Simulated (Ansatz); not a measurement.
A nudged elastic band was laid between two geometries of CH5BN (8 atoms, charge 0, multiplicity 2).

All numbers below come from Ansatz 0.2.0, UKS PBE0-D4/def2-SVP.

```yaml
movable_images: 5
climbing_image: yes
spring: 5.0 eV/Å²
optimiser: quadratic models (default)
start_path: through a guess of the saddle point
force_threshold: 0.05 eV/Å
iteration_limit: 60
end_points: relaxed
```

First end point:

```xyz
8
Properties=species:S:1:pos:R:3
C -0.657 0.794 -0.496
B 0.040 -0.605 -0.442
N 0.862 -1.100 0.553
H -1.751 0.676 -0.563
H -0.354 1.342 -1.403
H -0.434 1.431 0.381
H 1.105 -0.573 1.390
H 1.281 -2.021 0.524
```

Last end point:

```xyz
8
Properties=species:S:1:pos:R:3
C -0.605 0.678 -0.498
B 0.274 -0.534 0.015
N 0.978 -0.585 1.157
H -1.645 0.343 -0.647
H -0.239 1.007 -1.484
H -0.603 1.537 0.186
H 1.578 -0.944 1.881
H 0.353 -1.558 -0.665
```

Which bonds break or form, and what moves?

Bonds broken: N3–H8. Bonds formed: B2–H8.

What energy profile does the band end with?

The run converged. The highest image is number 3 of 0 to 6, 1.98 eV above the first end and 1.48 eV above the last; the last end lies 0.50 eV above the first. Neighbouring images differ by up to 1.2 eV, so the band resolves the path poorly. A vibrational analysis at the climbing image gives one clearly imaginary mode, 1785i cm⁻¹: a first-order saddle point.

| image | path coordinate (Å) | energy (eV) | N3–H8 (Å) | B2–H8 (Å) |
| --- | --- | --- | --- | --- |
| 0 | 0.00 | 0.00 | 1.01 | 2.12 |
| 1 | 0.51 | 0.11 | 1.01 | 2.02 |
| 2 | 1.01 | 0.75 | 1.02 | 1.73 |
| 3 | 1.52 | 1.98 | 1.29 | 1.38 |
| 4 | 1.84 | 1.34 | 1.64 | 1.29 |
| 5 | 2.17 | 0.66 | 1.98 | 1.24 |
| 6 | 2.50 | 0.50 | 2.16 | 1.23 |

What is the geometry of the highest image?


```xyz
8
Properties=species:S:1:pos:R:3
C -0.692 0.753 -0.505
B 0.242 -0.424 -0.096
N 1.119 -0.920 0.787
H -1.742 0.421 -0.502
H -0.467 1.101 -1.525
H -0.590 1.605 0.189
H 1.515 -0.872 1.727
H 0.707 -1.721 -0.131
```

The run took 2 min on 2 threads of Intel(R) Xeon(R) CPU @ 2.60GHz (Ice Lake) (shared host), peak memory 0.18 GiB.
